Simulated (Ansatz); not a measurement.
**CHOS radical: functionals against CCSD(T) at one geometry**

The task here is to estimate one member of a computed series from the others.

The runs use Ansatz 0.2.0, Gaussian basis; single points in def2-TZVPP.

Cores are frozen in the correlated methods. Orbitals are unrestricted.

**Starting geometry**

SMILES `O=[C]S`, 4 atoms, charge 0, spin multiplicity 2.

Atoms are counted from 1 here; the program's logs count them from 0.

Bond lengths: O1–C2 1.198 Å, C2–S3 1.760 Å, S3–H4 1.412 Å. Angles: O1–C2–S3 131.0°, C2–S3–H4 100.8°.

Geometry (Å):

```csv
atom,x (Å),y (Å),z (Å)
O1,-0.7583,-0.1913,1.6500
C2,-0.3789,0.1925,0.5807
S3,0.5700,-0.6112,-0.6643
H4,0.6435,0.4071,-1.6396
```

The first run:

Input file run/in.yaml:

```yaml
crystal:
  periodic: [false, false, false]
  atoms:
    - {symbol: O, position_ang: [-0.758300, -0.191300, 1.650000]}
    - {symbol: C, position_ang: [-0.378900, 0.192500, 0.580700]}
    - {symbol: S, position_ang: [0.570000, -0.611200, -0.664300]}
    - {symbol: H, position_ang: [0.643500, 0.407100, -1.639600]}
basis:
  gaussian: {orbitals: def2-TZVPP}
magnetization: {spin_polarized: true, initial_magnetization: 1}
correlation: {method: ccsd_t}
scf: {omitted_lower_state_checks: [cluster_reference]}
output: {forces: true}
```

No record of the launch command was kept for these runs.

Among the steps run: CCSD(T)/def2-TZVPP; PBE0-D4/def2-TZVPP; wB97M-V/def2-TZVPP; r2SCAN-D4/def2-TZVPP; PBE-D4/def2-TZVPP; SPW92/def2-TZVPP; CAM-B3LYP-D4/def2-TZVPP.

One table of the session follows, with a row left open; its other results are not shown here.

```
      method  RMS force component (eV/Å)  angle to CCSD(T) forces (°)  dipole (D)
     CCSD(T)                       0.888                    reference        2.30
     PBE0-D4                       1.050                         20.3        2.48
     wB97M-V                       1.106                         16.4        2.45
   r2SCAN-D4                       0.864                         11.8        2.42
      PBE-D4                       0.613                          7.5        2.30
       SPW92                       0.761                         22.5        2.42
CAM-B3LYP-D4                           ?                            ?           ?
```

Estimate the missing values for CAM-B3LYP-D4.

The run gave: RMS force component (eV/Å): 1.158; angle to CCSD(T) forces (°): 20.7; dipole (D): 2.55. In the column «RMS force component (eV/Å)» it is the highest.
